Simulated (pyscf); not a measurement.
A first-order saddle from PySCF, ωB97X-D3(BJ)/def2-SVP:

```
B
H 1 1.2084
O 1 1.5596 2 114.77
H 3 0.9656 1 109.41 2 5.78
H 3 1.3016 4 109.27 1 -61.01
H 5 1.0074 3 137.41 4 105.64
B 1 1.6949 2 118.64 6 116.88
O 7 1.2071 6 146.84 5 126.78
```

Surface: singlet, charge 0. Lowest wavenumbers (cm⁻¹): 1395i, 174, 261, 445, 499.

Q: What reaction is this the transition state of?

A: water (H₂O) + H₂B–B=O ⇌ O=B–BH–OH + hydrogen (H₂), a four-centre exchange read from left to right: H–O, B–H broken and B–O, H–H formed. At ωB97M-D3(BJ)/def2-TZVP it lies +0.20 eV from the left side and +1.56 eV from the right (each side as separated species at their lowest minima found). On the reactant side the descent ends in an adduct with a B–O contact, 0.96 eV under the separated species and 1.19 eV under the saddle at ωB97X-D3(BJ)/def2-TZVP. What is counted as formed (B–O) is already present as a longer contact in the reactant adduct; forming that adduct is a step of its own. At the saddle there is also a short B–H contact that neither side keeps. O=B–BH–OH lies 0.68 eV over its isomer H₂B–O–B=O (electronic energy, ωB97M-D3(BJ)/def2-TZVP). This is the saddle that the search found; another between the same sides may lie lower.
